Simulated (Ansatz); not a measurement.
# AlNH₃ radical (SMILES [NH][AlH2]): one structure at several levels

The task here is to estimate one member of a computed series from the others.

Computed with Ansatz 0.2.0, Gaussian basis. Level: single points in def2-TZVPP.

Correlated methods freeze the cores. Orbitals are unrestricted.

### Where the work starts

SMILES `[NH][AlH2]`, 5 atoms, charge 0, spin multiplicity 2.

Atoms are counted from 1 here; the program's logs count them from 0.

Bond lengths: N1–Al2 1.827 Å, N1–H3 0.873 Å, Al2–H4 1.668 Å, Al2–H5 1.574 Å. Angles: Al2–N1–H3 172.6°, N1–Al2–H4 122.2°, N1–Al2–H5 127.5°, H4–Al2–H5 110.3°.

Coordinates:

```xyz
5

N     0.5534   -0.8593    0.7878
Al   -0.2075    0.3373   -0.3648
H     0.9626   -1.4784    1.2475
H    -1.4952   -0.0688   -1.3439
H     0.1521    1.8594   -0.5392
```

The first run:

The input, run/in.yaml:

```yaml
crystal:
  periodic: [false, false, false]
  atoms:
    - {symbol: N, position_ang: [0.553400, -0.859300, 0.787800]}
    - {symbol: Al, position_ang: [-0.207500, 0.337300, -0.364800]}
    - {symbol: H, position_ang: [0.962600, -1.478400, 1.247500]}
    - {symbol: H, position_ang: [-1.495200, -0.068800, -1.343900]}
    - {symbol: H, position_ang: [0.152100, 1.859400, -0.539200]}
basis:
  gaussian: {orbitals: def2-TZVPP}
magnetization: {spin_polarized: true, initial_magnetization: 1}
correlation: {method: ccsd_t}
scf: {omitted_lower_state_checks: [cluster_reference]}
output: {forces: true}
```

No record of the launch command was kept for these runs.

Among the steps run: CCSD(T)/def2-TZVPP; PBE0-D4/def2-TZVPP; wB97M-V/def2-TZVPP; r2SCAN-D4/def2-TZVPP; PBE-D4/def2-TZVPP; SPW92/def2-TZVPP; r2SCAN0-D4/def2-TZVPP.

One of the session's tables, all rows but one given; the rest of the session is left out.

```
    method  RMS force component (eV/Å)  angle to CCSD(T) forces (°)  dipole (D)
   CCSD(T)                       3.888                    reference        1.16
   PBE0-D4                       3.938                          1.2        1.03
   wB97M-V                       3.881                          0.7        1.10
 r2SCAN-D4                       3.921                          1.2        1.06
    PBE-D4                       4.034                          1.9        0.87
     SPW92                           ?                            ?           ?
r2SCAN0-D4                       3.869                          1.4        1.10
```

Estimate the missing values for SPW92.

The run gave: RMS force component (eV/Å): 4.243; angle to CCSD(T) forces (°): 4.0; dipole (D): 0.58. In the column «RMS force component (eV/Å)» it is the highest.
